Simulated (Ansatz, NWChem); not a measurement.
Heat of formation of C2H5NS (SMILES [H]/N=C(/C)S) from total energies

The species is C2H5NS (9 atoms), meant as a singlet with charge 0. SMILES: `[H]/N=C(/C)S`. The shape is that of a PBE0-D4/def2-TZVP optimisation. This is one conformer, not always the lowest.

Total energies at wB97X/cc-pVDZ (NWChem 7.3.0); the atoms run unrestricted:

```
species    state  energy (Eh)
 C2H5NS  singlet  -532.120534
      C  triplet   -37.839573
      N  quartet   -54.577883
      S  triplet  -398.101913
      H  doublet    -0.500603
```

Harmonic wavenumbers at PBE0-D4/def2-TZVP, in cm⁻¹: 175, 200, 334, 426, 500, 644, 878, 884, 1008, 1066, 1080, 1294, 1393, 1464, 1470, 1724, 2717, 3058, 3126, 3168, 3488.

Measured heats of formation of the gaseous atoms at 298.15 K, in kJ/mol: C 716.9, N 472.4, S 277.0, H 218.0. Spin-orbit lowering of the atoms at 298 K (mean of the ground term's levels less their thermal mean, from spectra), in kJ/mol: C 0.02, S 1.88. Take 1 Eh = 2625.50 kJ/mol, 1 cm⁻¹ = 0.0119627 kJ/mol, RT = 2.479 kJ/mol.

Q: Work out the heat of formation of the gas at 298 K.

A: 
1. Electronic atomisation energy: 2 × (-37.839573) + (-54.577883) + (-398.101913) + 5 × (-0.500603) − (-532.120534) = 1.258577 Eh = 3304.4 kJ/mol.
2. Zero-point energy: half the sum of the wavenumbers, 15048.5 cm⁻¹ = 180.0 kJ/mol.
3. Thermal vibrational enthalpy, Σ hcν̃/(exp(hcν̃/kT) − 1): 6.4 kJ/mol. Translation, rotation and pV of a non-linear molecule: 4 RT = 9.9 kJ/mol.
4. The 9 free atoms carry 5/2 RT each: 55.8 kJ/mol.
5. Spin-orbit coupling lowers the free atoms by 2 × 0.02 + 1.88 = 1.9 kJ/mol.
6. Atomisation enthalpy at 298 K: 3304.4 − 1.9 − 180.0 − 6.4 − 9.9 + 55.8 = 3162.0 kJ/mol.
7. Sum of the atoms' heats of formation: 3273.2 kJ/mol. Heat of formation: 3273.2 − 3162.0 = +111.2 kJ/mol.

No measured value is set beside it here. Anharmonicity and any spin-orbit splitting of the molecule are left out.
